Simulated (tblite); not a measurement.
Compound: C₅H₁₁N (charge +1 and doublet state).
Atom-mapped SMILES: `[CH2:1]=[CH:2][C@@H:3]([CH3:4])[NH+:5][CH3:6]` (hydrogens: H7, H8 on C1; H9 on C2; H10 on C3; H11, H12, H13 on C4; H14 on N5; H15, H16, H17 on C6)
Bond orders are those of one Lewis drawing.

Computed with GFN2-xTB (tblite), gas phase: L-BFGS steps from a force-field or distance-geometry start until the largest atomic force falls under 0.01 eV/Å.

Step 5: E = -509.3739 eV
```
atom  x, y, z in Å  |  force x, y, z in eV/Å
C1      1.9791   -1.0928    0.1258    0.050   0.014   0.151
C2      0.8791   -0.6587   -0.4704    0.009   0.087  -0.079
C3      0.0354    0.3970    0.1729   -0.328   0.161   0.101
C4      0.6190    1.7865    0.1244    0.167   0.363   0.132
N5     -1.3320    0.3238   -0.1554    0.046   0.132  -0.303
C6     -1.9121   -0.9619   -0.1831   -0.256   0.218   0.166
H7      2.6396   -1.8030   -0.3286    0.135  -0.044  -0.094
H8      2.2389   -0.7310    1.1109    0.114  -0.178  -0.062
H9      0.5641   -0.9894   -1.4486    0.006  -0.120   0.007
H10     0.0073    0.1227    1.2292    0.460  -0.103   0.780
H11     0.7404    2.0874   -0.9062   -0.005   0.222  -0.222
H12    -0.0083    2.5002    0.6556   -0.044   0.013  -0.134
H13     1.5995    1.8099    0.5940    0.021  -0.062  -0.050
H14    -1.9032    1.1424    0.0335    0.044  -0.133  -0.271
H15    -1.8717   -1.4556   -1.1539    0.046   0.104  -0.306
H16    -2.9544   -0.8818    0.0955   -0.252  -0.229   0.107
H17    -1.3279   -1.5837    0.4946   -0.213  -0.445   0.077
```

Step 6: E = -509.4232 eV
```
atom  x, y, z in Å  |  force x, y, z in eV/Å
C1      1.9843   -1.0964    0.1291   -0.018   0.028   0.049
C2      0.8814   -0.6583   -0.4659    0.101   0.061   0.014
C3      0.0344    0.4013    0.1775   -0.312   0.194   0.125
C4      0.6158    1.7964    0.1163    0.154   0.307   0.111
N5     -1.3388    0.3225   -0.1289    0.015  -0.098  -0.257
C6     -1.9223   -0.9680   -0.1710   -0.220   0.139   0.016
H7      2.6515   -1.8024   -0.3314    0.023   0.025  -0.070
H8      2.2564   -0.7465    1.1175    0.042  -0.155  -0.134
H9      0.5587   -0.9904   -1.4425    0.047  -0.108   0.036
H10     0.0412    0.1299    1.2366    0.367  -0.083   0.704
H11     0.7465    2.1074   -0.9150   -0.059   0.119  -0.064
H12    -0.0015    2.5146    0.6562   -0.067  -0.039  -0.191
H13     1.5917    1.8077    0.5941    0.090  -0.025  -0.078
H14    -1.9069    1.1587    0.0046    0.115  -0.317  -0.241
H15    -1.8809   -1.4436   -1.1619    0.075   0.211  -0.068
H16    -2.9800   -0.8948    0.0822    0.060  -0.204   0.155
H17    -1.3384   -1.6261    0.4923   -0.414  -0.055  -0.106
```

Step 7: E = -509.4606 eV
```
atom  x, y, z in Å  |  force x, y, z in eV/Å
C1      1.9878   -1.0993    0.1311   -0.055   0.035  -0.042
C2      0.8839   -0.6554   -0.4623    0.090   0.054   0.104
C3      0.0297    0.4073    0.1865   -0.104   0.114   0.195
C4      0.6159    1.8083    0.1115    0.067   0.100   0.053
N5     -1.3433    0.3218   -0.1178    0.074  -0.340  -0.106
C6     -1.9332   -0.9711   -0.1633   -0.104   0.041  -0.118
H7      2.6603   -1.8011   -0.3347   -0.062   0.076  -0.060
H8      2.2699   -0.7603    1.1207    0.001  -0.122  -0.142
H9      0.5559   -0.9938   -1.4377    0.074  -0.054   0.105
H10     0.0732    0.1336    1.2554    0.217   0.007   0.361
H11     0.7495    2.1244   -0.9225   -0.091   0.023   0.082
H12     0.0010    2.5251    0.6533   -0.079  -0.003  -0.180
H13     1.5890    1.8057    0.5931    0.121   0.029  -0.094
H14    -1.9076    1.1638   -0.0207    0.072  -0.304  -0.203
H15    -1.8858   -1.4305   -1.1690    0.057   0.251   0.095
H16    -2.9990   -0.9081    0.0771    0.225  -0.139   0.163
H17    -1.3542   -1.6581    0.4892   -0.502   0.231  -0.215
```

Step 8: E = -509.4885 eV
```
atom  x, y, z in Å  |  force x, y, z in eV/Å
C1      1.9893   -1.1008    0.1316   -0.036   0.015  -0.097
C2      0.8860   -0.6512   -0.4583    0.028   0.048   0.152
C3      0.0251    0.4128    0.1986    0.137  -0.023   0.188
C4      0.6173    1.8178    0.1094   -0.035  -0.095   0.009
N5     -1.3437    0.3165   -0.1155    0.096  -0.272   0.084
C6     -1.9426   -0.9721   -0.1607    0.007  -0.057  -0.184
H7      2.6652   -1.7990   -0.3384   -0.108   0.098  -0.067
H8      2.2790   -0.7718    1.1204   -0.007  -0.080  -0.086
H9      0.5559   -0.9977   -1.4326    0.077   0.014   0.164
H10     0.0994    0.1360    1.2762    0.064   0.089   0.043
H11     0.7496    2.1366   -0.9267   -0.104  -0.054   0.163
H12     0.0002    2.5324    0.6478   -0.073   0.055  -0.130
H13     1.5903    1.8047    0.5906    0.112   0.079  -0.097
H14    -1.9071    1.1610   -0.0413    0.051  -0.287  -0.186
H15    -1.8875   -1.4171   -1.1733    0.014   0.208   0.110
H16    -3.0089   -0.9201    0.0782    0.221  -0.050   0.141
H17    -1.3745   -1.6760    0.4841   -0.445   0.311  -0.206
```

Problem. Estimate the geometry and energy of step 9. (The exact step hangs on the optimiser's Hessian estimate; all steps are aligned on step 8, rigid shifts and turns removed.)

Solution. E = -509.5111 eV, largest force 0.348 eV/Å
```
atom  x, y, z in Å  |  force x, y, z in eV/Å
C1      1.9901   -1.1016    0.1306    0.005  -0.001  -0.092
C2      0.8873   -0.6465   -0.4530   -0.018   0.016   0.157
C3      0.0238    0.4163    0.2122    0.254  -0.122   0.112
C4      0.6183    1.8237    0.1093   -0.093  -0.198   0.001
N5     -1.3412    0.3089   -0.1147    0.143  -0.161   0.243
C6     -1.9502   -0.9728   -0.1624    0.076  -0.046  -0.181
H7      2.6666   -1.7957   -0.3430   -0.106   0.077  -0.100
H8      2.2854   -0.7819    1.1180    0.008  -0.038  -0.003
H9      0.5577   -1.0006   -1.4255    0.052   0.073   0.179
H10     0.1205    0.1390    1.2950   -0.059   0.136  -0.159
H11     0.7473    2.1446   -0.9275   -0.105  -0.116   0.172
H12    -0.0025    2.5385    0.6405   -0.052   0.085  -0.068
H13     1.5940    1.8055    0.5865    0.067   0.119  -0.092
H14    -1.9054    1.1516   -0.0603    0.008  -0.189  -0.171
H15    -1.8879   -1.4034   -1.1760   -0.033   0.113  -0.001
H16    -3.0122   -0.9302    0.0832    0.116   0.045   0.097
H17    -1.3988   -1.6834    0.4771   -0.264   0.206  -0.095
```

The energy changes by -0.0226 eV. The first-order estimate −F·Δx gives -0.0320 eV and the mean of the old and new forces, exact on a quadratic surface, -0.0226 eV. The step makes an angle of 55° with the force vector and moves no atom by more than 0.028 Å.

What follows is the cost of the whole relaxation. The run took 0.27 s on one thread, Arm Neoverse V2 (aarch64), no GPU, shared host.
